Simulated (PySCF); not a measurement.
## H2PO, doublet: molecular constants

All numbers come from PySCF, UPBE0, basis P def2-TZVP, O def2-TZVP, H def2-TZVP (no relativity, density fitting).

The structure is a minimum.

- Point group: Cs
- Bond lengths: P–H 1.422 Å (×2), P–O 1.492 Å
- Bond angles: H–P–H 102.4°, H–P–O 114.3° (×2)
- Rotational constants: 5.164, 0.6324, 0.5948 cm⁻¹
- Rotational symmetry number: 1
- Zero-point energy: 51.7 kJ/mol
- Highest occupied level (α): -7.20 eV
- Heat capacity Cp at 298.15 K: 40.7 J/(mol K)
- Dipole moment: 2.97 D
- Atomisation energy without zero-point energy: 1098 kJ/mol
- Lowest empty level (β): -3.28 eV
- Enthalpy at 298.15 K above 0 K: 10.43 kJ/mol
- Principal quadrupole moments (Buckingham, traceless) about the centre of mass: -2.25, 0.43, 1.82 D Å
- Spin squared ⟨S²⟩: 0.757
- Principal polarisabilities: 21.0, 26.5, 31.9 bohr³
- Entropy at 298.15 K and 1 bar (electronic part: spin only): 246.3 J/(mol K)

Harmonic modes (masses in u: P 30.974, O 15.995, H 1.008):
| symmetry | ω (cm⁻¹) | IR (km/mol) | μ (u) | type |
| --- | --- | --- | --- | --- |
| a' | 782 | 9.8 | 1.20 | bend |
| a'' | 833 | 14.1 | 1.16 | bend |
| a' | 1110 | 5.3 | 1.12 | bend |
| a' | 1182 | 55.7 | 7.13 | mixed |
| a' | 2342 | 34.9 | 1.03 | stretch |
| a'' | 2388 | 81.4 | 1.05 | stretch |

Charges (e):
```
atom  Mulliken  Löwdin  polar tensor  spin (Mulliken)  Mayer order to P1
  P1      0.29    0.28          0.67             0.54                  –
  O2     -0.42   -0.26         -0.49             0.36               1.95
H3,4      0.07   -0.01         -0.09             0.05               0.90
```

Mulliken populations on P1: s 5.50, p 8.71, d 0.45, f 0.04.

This need not be the most stable arrangement of these atoms.

The final relaxation and frequency run took 26 s on 2 threads of a shared Arm Neoverse V2 host, with 80 basis functions and 14 gradients; the process peaked at 0.94 GiB.
